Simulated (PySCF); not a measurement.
Species: CH2PH, CH3P.
Structure used (PBE0-D3(BJ)/def2-SVP), in Å, numbered top down from 1:
```xyz
5
CH3P angstrom
C     -0.384    0.057   -0.233
P      1.039   -0.758    0.061
H     -0.465    1.046   -0.695
H     -1.334   -0.413    0.046
H      1.938    0.233   -0.460
```

The calculation used core-valence-separated Tamm–Dancoff BHandHLYP/aug-pcX-1 (pcseg-1 on H, def2-SVPD on P) in PySCF, non-relativistic, gas phase, PBE0-D3(BJ)/def2-SVP geometry. No empirical shift is added; at this level the pattern usually sits a few eV under experiment.

The lowest roots of each edge with f over 0.003 (five at most, numbered afresh; weaker and dark ones are left out), with transition dipoles (au) in the frame of the coordinates:

| root | edge | E (eV) | f | μx | μy | μz |
| --- | --- | --- | --- | --- | --- | --- |
| 1 | C | 281.53 | 0.0639 | -0.0054 | -0.0409 | -0.0870 |
| 2 | C | 286.22 | 0.0035 | -0.0092 | 0.0185 | -0.0082 |
| 3 | C | 286.79 | 0.0264 | 0.0399 | 0.0412 | -0.0218 |
| 4 | C | 287.53 | 0.0134 | 0.0206 | -0.0352 | 0.0153 |
| 5 | C | 288.03 | 0.0065 | -0.0018 | -0.0129 | -0.0275 |

What is the unit vector of the normal of the molecular plane, and which share of each root's |μ|² lies along it?

(0.06, 0.43, 0.90), up to sign.

```
root  core hole on  share along it  final orbital under reflection in the plane
   1            C1            1.00                                          odd
   2            C1            0.00                                         even
   3            C1            0.00                                         even
   4            C1            0.00                                         even
   5            C1            1.00                                          odd
```

The 1s orbitals of atoms in the plane are even under the reflection, so light polarised along the normal reaches odd orbitals alone (the out-of-plane π set) and light polarised in the plane even ones.

For fixed molecules, how does the intensity of root 1 change when the electric field is turned 70° away from the normal of the molecular plane?

Intensity goes as (E·μ)², and μ lies along that direction, so it falls to cos²70° = 0.12 of its maximum; it vanishes at 90°.

Molecules are fixed in this frame and the field points along x. What effective strengths 3 f cos²θ do the roots have (θ between field and μ)?

root 1 (C1): 0.001, root 2 (C1): 0.002, root 3 (C1): 0.034, root 4 (C1): 0.009, root 5 (C1): 0.000. Root 3 is the strongest. Averaged over all orientations cos²θ is 1/3, which gives f back.

